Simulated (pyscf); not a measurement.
Elementary routes open to H₂P–GaH₂ in the gas phase (singlet surface):
A. HP=GaH + H₂ (H–P, Ga–H broken; H–H formed)
B. PH₃ + GaH [singlet] (Ga–P, Ga–H broken; H–P formed)

Structures and frequencies: ωB97X-D3(BJ)/def2-SVP in PySCF.

### Question
Rank the routes by free-energy barrier at 298 K, lowest first, for ωB97M-D3(BJ)/def2-TZVP energies (ideal gas, 1 atm, RRHO with modes under 100 cm⁻¹ raised to 100, one conformer, R ln 2 for chiral ones without a mode under 150 cm⁻¹).

### Answer
B (2.40 eV), A (2.48 eV)

Route B is the fastest of these, ahead of the next by 0.08 eV. The most stable products are those of B (ΔG = +0.67 eV), so kinetics and thermodynamics agree. At 1200 K B is still the fastest. B: On the product side the descent ends in an adduct with a Ga–P contact, 0.43 eV under the separated species and 1.62 eV under the saddle at ωB97X-D3(BJ)/def2-TZVP. Only these routes are compared; each barrier is that of the saddle found, and lower ones may exist. One closed-shell reference is unstable to symmetry breaking; treat the single-reference values with care. Elements up to Kr have no core potential and no relativistic terms here.
